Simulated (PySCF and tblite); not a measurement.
C₄H₇Cl, numbered as in [Cl:1][CH2:2][CH:3]1[CH2:4][CH2:5]1.

Conformers came from 60 starts (ETKDG and KDG, MMFF94s, GFN2-xTB); geometries are GFN2-xTB. Weights use PBE0-D3(BJ)/def2-TZVP (IEF-PCM, chloroform) energies plus GFN2-xTB zero-point and thermal terms (modes under about 100 cm⁻¹ blended into free rotors). Symmetry numbers and mirror images are counted. Conformers within 3 kcal/mol (GFN2-xTB free energy) were kept, 10 at most. GIAO shieldings: wB97X-D/pcSseg-1 (IEF-PCM, chloroform). Shifts are against TMS (¹H), TMS (¹³C) at the same level. Codes: tblite and PySCF.

Torsions listed: Cl1–C2–C3–C4. Of a mirror pair one member is shown.

```json
{"conformer": "1", "shape": "-81°", "weight %": "97.1", "dipole D": "2.63"}
{"conformer": "2", "shape": "36°", "weight %": "2.9", "dipole D": "2.37"}
```

**Question.** How do the computed shifts compare with measured ones?

**Answer.** 
```tsv
nucleus	signal	leading conformer	average	measured	medium
¹³C	C3	18.0	17.8	13.6	not stated per compound (mostly CDCl3 or CCl4)
¹³C	C4/C5	8.1	7.9	5.5	not stated per compound (mostly CDCl3 or CCl4)
```

Measured values: Pretsch, Buehlmann, Badertscher, Structure Determination of Organic Compounds, 4th ed. (2009). Mean difference for ¹³C: 3.30 ppm, scatter 0.90 ppm. The computed shifts are unscaled and lack vibrational corrections. Spin–orbit effects are left out too, so ¹³C shifts of carbons that carry Cl, Br or I come out too high.
